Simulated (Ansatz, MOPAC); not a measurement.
System: C$_{2}$H$_{6}$N, net charge 0, doublet state. SMILES: CC[NH]

Atoms: C1, C2, N3, H4, H5, H6, H7, H8, H9. Bonds: C1-C2, C1-H4, C1-H5, C1-H6, C2-N3, C2-H7, C2-H8, N3-H9.

Bond lengths (Å) and angles (degrees) optimised at AM1 with MOPAC; PM6 with MOPAC; MNDO with MOPAC; HF/6-31G* with Ansatz (a quantum-chemistry and plane-wave program); PBE/6-31G* with Ansatz; B3LYP/LANL2DZ with Ansatz, each started from the B3LYP-D3(BJ)/def2-TZVP structure (Ansatz) of the last column. A row stands for all coordinates that are equal there; 12 of 18 kinds are shown. 6-31G* holds six Cartesian d functions. No wavenumbers were computed at MNDO, PBE/6-31G*, B3LYP/LANL2DZ, so these may be saddle points.

| coordinate | AM1 | PM6 | MNDO | HF/6-31G* | PBE/6-31G* | B3LYP/LANL2DZ | B3LYP-D3(BJ)/def2-TZVP |
|---|---|---|---|---|---|---|---|
| C1-C2 | 1.520 | 1.528 | 1.534 | 1.530 | 1.539 | 1.547 | 1.532 |
| C1-H4 | 1.116 | 1.097 | 1.110 | 1.085 | 1.104 | 1.098 | 1.092 |
| C1-H5 | 1.117 | 1.096 | 1.108 | 1.085 | 1.103 | 1.097 | 1.091 |
| C1-H6 | 1.117 to 1.133 | 1.096 to 1.122 | 1.108 to 1.122 | 1.084 to 1.086 | 1.106 | 1.098 | 1.093 |
| C2-N3 | 1.412 | 1.443 | 1.444 | 1.448 | 1.445 | 1.478 | 1.438 |
| C2-H7 | 1.133 | 1.122 | 1.121 | 1.090 | 1.118 | 1.108 | 1.104 |
| N3-H9 | 0.997 | 1.011 | 1.004 | 1.012 | 1.043 | 1.044 | 1.028 |
| C1-C2-N3 | 118.9 | 117.0 | 111.4 | 112.7 | 115.7 | 115.1 | 114.5 |
| C2-C1-H4 | 109.6 to 111.0 | 111.2 to 111.8 | 109.6 to 111.9 | 110.7 | 110.6 to 111.0 | 110.7 | 110.6 |
| C2-C1-H6 | 111.0 | 111.8 | 111.9 | 111.2 | 111.0 | 111.0 | 111.0 |
| C1-C2-H7 | 108.9 | 110.3 | 109.4 | 109.5 | 108.4 | 108.9 | 108.7 |
| C1-C2-H8 | 108.9 | 110.3 | 109.4 | 110.0 | 110.6 | 110.8 | 110.5 |

A range marks coordinates that this level makes unequal.

Mean signed difference of all 8 bond lengths from B3LYP-D3(BJ)/def2-TZVP: AM1 0.009 Å, PM6 0.006 Å, MNDO 0.010 Å, HF/6-31G* -0.006 Å, PBE/6-31G* 0.012 Å, B3LYP/LANL2DZ 0.012 Å.
